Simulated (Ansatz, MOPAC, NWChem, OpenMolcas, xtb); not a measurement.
**BNH3 (SMILES B[NH]): the highest harmonic wavenumber at each level's own minimum, rung by rung**

BNH3, doublet, SMILES `B[NH]`. Each level relaxes the structure for itself.

Each level gives the highest harmonic wavenumber at each level's own minimum (cm⁻¹). The values are calculated.

| level | kind | program | value (cm⁻¹) |
| --- | --- | --- | --- |
| GFN2-xTB | semi-empirical | xtb | 3620 |
| MNDO | semi-empirical | MOPAC | 3713 |
| PM7 | semi-empirical | MOPAC | 4155 |
| GFN1-xTB | semi-empirical | xtb | 3657 |
| UHF/3-21G | Hartree–Fock | OpenMolcas | 3860 |
| UBP86/def2-SVP | GGA | NWChem | 3706 |
| UB3LYP-D3(BJ)/def2-SVP | global hybrid | NWChem | 3786 |
| UPBE0-D4/def2-TZVP | global hybrid | Ansatz | 3787 |
| UB3LYP/6-31G* (Cartesian functions) | global hybrid | OpenMolcas | 3777 |
| UPBE0/def2-SVP | global hybrid | OpenMolcas | 3826 |

Harmonic and unscaled. The values span 3620 to 4155 cm⁻¹.
